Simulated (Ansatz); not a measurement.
# SiH4+ (doublet): from Hartree-Fock to the top rungs at scale of all distances = 1.000, 6-31G

Aim: climb from Hartree-Fock through coupled cluster and multireference methods for SiH4+ (doublet) at one geometry and basis, and see what each rung misses.

Computed with Ansatz 0.2.0, Gaussian basis. Level: 6-31G, core rule «outside noble gas», up to 5 orbitals frozen.

The runs, in order: UHF; CCSD(T) on ROHF; CCSD(T) on UHF; BCCD(T) on ROHF; CISD; CCSDT(Q) on ROHF; CCSDT(Q) on UHF; CISDTQ; CCSDTQ on ROHF; CCSDTQ on UHF; CASSCF and MRCISD+Q, 3 electrons in 3 orbitals; CASSCF and NEVPT2, 3 electrons in 3 orbitals; CASSCF and MRCISD+Q, 7 electrons in 8 orbitals; CASSCF and NEVPT2, 7 electrons in 8 orbitals; Full CI.

18 further runs of the same task are left out: 15 that didn't finish, 3 set aside as unsound or not needed.

## Step 1: The geometry

The geometry derives from a PBE0/def2-TZVP stationary point (not a proven minimum). All distances are scaled together.

5 atoms, charge 1, spin multiplicity 2.

Atoms are counted from 1 here; the program's logs count them from 0.

Bond lengths: Si1–H2 1.538 Å, Si1–H3 1.538 Å, Si1–H4 1.538 Å, Si1–H5 1.538 Å. Angles: H2–Si1–H3 90.0°, H2–Si1–H4 90.0°, H2–Si1–H5 180.0°, H3–Si1–H4 180.0°, H3–Si1–H5 90.0°, H4–Si1–H5 90.0°.

## Step 2: UHF

Input file in.yaml:

```yaml
crystal:
  periodic: [false, false, false]
  atoms:
    - {symbol: Si, position_ang: [0.000000, 0.000000, 0.000000]}
    - {symbol: H, position_ang: [-0.011166, 1.090859, 1.083779]}
    - {symbol: H, position_ang: [-0.016843, -1.083830, 1.090736]}
    - {symbol: H, position_ang: [0.016843, 1.083830, -1.090736]}
    - {symbol: H, position_ang: [0.011166, -1.090859, -1.083779]}
basis:
  gaussian: {orbitals: 6-31G}
total_charge: 1
magnetization: {spin_polarized: true, initial_magnetization: 1}
hamiltonian: {xc: hf}
output: {orbitals: {seedname: orbitals}}
```

The run is started by

```bash
> ansatz run in.yaml --threads 1 --pin off --events-out ev --progress --plain --max-ram 2393MiB
```

After this run come: CCSD(T) on ROHF; CCSD(T) on UHF; BCCD(T) on ROHF; CISD; CCSDT(Q) on ROHF; CCSDT(Q) on UHF; CISDTQ; CCSDTQ on ROHF; CCSDTQ on UHF; CASSCF and MRCISD+Q, 3 electrons in 3 orbitals; CASSCF and NEVPT2, 3 electrons in 3 orbitals; CASSCF and MRCISD+Q, 7 electrons in 8 orbitals; CASSCF and NEVPT2, 7 electrons in 8 orbitals; Full CI.

Q: Predict the results of all the runs planned. Wanted: FCI below the RHF energy; RMP2 from FCI; UMP2 from FCI; RCCSD from FCI; RCCSD(T) from FCI; UCCSD(T) from FCI; RCCSDT(Q) from FCI; UCCSDT(Q) from FCI; NEVPT2 pair from FCI.

As calculated:

| quantity | value |
| --- | --- |
| FCI below the RHF energy | -2.4922 eV |
| RMP2 from FCI | +770.9 meV |
| UMP2 from FCI | +742.1 meV |
| RCCSD from FCI | +45.0 meV |
| RCCSD(T) from FCI | +13.7 meV |
| UCCSD(T) from FCI | +16.6 meV |
| RCCSDT(Q) from FCI | +0.1 meV |
| UCCSDT(Q) from FCI | +0.1 meV |
| NEVPT2 pair from FCI | +594.8 meV |
| MRCISD+Q pair from FCI | -22.9 meV |
| NEVPT2 valence from FCI | +104.0 meV |
| levels within 1 kcal/mol (43 meV) | RCCSD(T), UCCSD(T), BCCD(T), RCCSDT, UCCSDT, CISDTQ, RCCSDT(Q), UCCSDT(Q), RCCSDTQ, UCCSDTQ, MRCISD+Q pair, MRCISD valence, MRCISD+Q valence |
| T1 diagnostic | 0.029 |
| effectively unpaired electrons | 1.03 |

**Reading.** RCCSD(T) misses by +13.7 meV, 0.5 % of the correlation energy. MRCISD+Q pair falls below full CI: the +Q correction isn't variational, and the cores differ from full CI's. One determinant dominates. Of the multireference levels listed MRCISD+Q valence comes nearest in total energy (+2.5 meV), which doesn't show that its space is the better one. These misses are within one basis, not against nature; the frozen cores of restricted and unrestricted runs differ, which can shift their rows.
